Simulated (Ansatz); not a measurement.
Two members of one family (Series SiH3X), computed with Ansatz in the gas phase. The two geometries come from different levels. Binding counts from free atoms in the multiplicity of their measured ground term, without zero-point energy. The structures are stationary points that may keep the symmetry of their start.

First: SiClH3 (singlet, charge 0, r2SCAN-D4/def2-TZVP geometry).

```xyz
5

Si    0.115    0.052    0.023
Cl   -1.727   -0.783   -0.351
H     1.145   -1.002   -0.106
H     0.112    0.603    1.396
H     0.354    1.129   -0.962
```

```tsv
level	HOMO (eV)	LUMO (eV)	gap (eV)	binding per atom (eV)
PBE-D4/def2-TZVP	-7.65	-0.97	6.68	2.89
BLYP-D4/def2-TZVP	-7.51	-0.84	6.67	2.88
r2SCAN-D4/def2-TZVP	-8.01	-0.53	7.49	2.93
PBE0-D4/def2-SVP	-8.87	0.31	9.18	2.85
ωB97X-V/def2-TZVP	-11.46	2.00	13.45	2.96
```

Second: SiFH3 (singlet, charge 0, PBE0-D4/def2-TZVP geometry).

Cartesian coordinates in Å:
```
Si 0.039 -0.004 0.009
F -1.508 0.176 -0.354
H 0.726 -0.601 -1.161
H 0.140 -0.900 1.185
H 0.604 1.330 0.321
```

Problem. Estimate the same table for the second.

Solution. 
| level | HOMO (eV) | LUMO (eV) | gap (eV) | binding per atom (eV) |
| --- | --- | --- | --- | --- |
| PBE-D4/def2-TZVP | -8.30 | -1.01 | 7.29 | 3.24 |
| BLYP-D4/def2-TZVP | -8.24 | -0.90 | 7.34 | 3.27 |
| r2SCAN-D4/def2-TZVP | -8.69 | -0.52 | 8.17 | 3.28 |
| PBE0-D4/def2-SVP | -9.69 | 0.43 | 10.12 | 3.16 |
| ωB97X-V/def2-TZVP | -12.26 | 1.94 | 14.20 | 3.31 |
